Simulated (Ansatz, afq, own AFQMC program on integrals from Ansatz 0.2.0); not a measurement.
**GeH, quartet in cc-pVTZ, levels against full CI**

```xyz
2

Ge    0.0000    0.0000    0.0000
H     0.0000    0.0000    1.7710
```

Basis cc-pVTZ. Only valence electrons are correlated. Integrals, coupled cluster, full CI and functionals: Ansatz 0.2.0; the random walks run on the same integrals in our own AFQMC program. ph-AFQMC/CISD is guided by a CISD state made of CCSD amplitudes; releasing the constraint for a short imaginary time cuts its bias at the price of noise, slowly where states lie close. Uncertainties: one standard error, sampling alone. No spin–orbit coupling.

Determinant: ROHF, the one that the program's search chose, which needn't be the lowest solution. The geometry is a point of a scan.

Full CI on the same integrals is exact in this basis and with this determinant's frozen core.

Cautions: no relativity below Rb; no spin-orbit coupling; inner d shell frozen; lower spins were not checked; CCSDTQ on the UHF determinant differs (21 meV lower), by its state or its frozen core.

```
T1 diagnostic                               : 0.0388
weight of the determinant in the CISD state : 0.922
size of the correlated space                : 5 electrons in 43 orbitals
```

| level | correlation energy (eV) |
| --- | --- |
| MP2 | -1.7774 |
| CCSD | -2.2553 |
| CCSD(T) | -2.3365 |

(1) Estimate where full CI lies against CCSD(T) on the same integrals.

(1) 0.80 mEh below CCSD(T).

Reference: full CI, correlation energy -2.358 eV. The released energy is read at 2.40 1/Eh (meV from the phaseless value at times in 1/Eh: -1.9 ± 1.3 at 0.24, -2.8 ± 1.0 at 0.51, -3.6 ± 0.6 at 0.99, -4.6 ± 0.5 at 1.62, -6.4 ± 0.7 at 2.40).

```csv
level,E − E(reference) (mEh),share of correlation (%)
CCSD(T),0.80,99.07
CCSDT,0.10,99.88
CCSDT(Q),0.02,99.98
CCSDTQ,0.00,100.00
ph-AFQMC/CISD,0.28 ± 0.05,99.68
released AFQMC,0.04 ± 0.03,99.95
```

CCSDT and higher add their correlation energy to the determinant of the CCSD(T) run, since their own runs factorise the integrals more tightly (a shift of under 2 meV). A walk keeps the symmetry of its determinant, which the program's search chose and which needn't be the lowest solution, so a lower state of the same spin and another symmetry isn't excluded. Released energies are given only where the last usable release times agree within the noise; a slower fall can still hide under it.
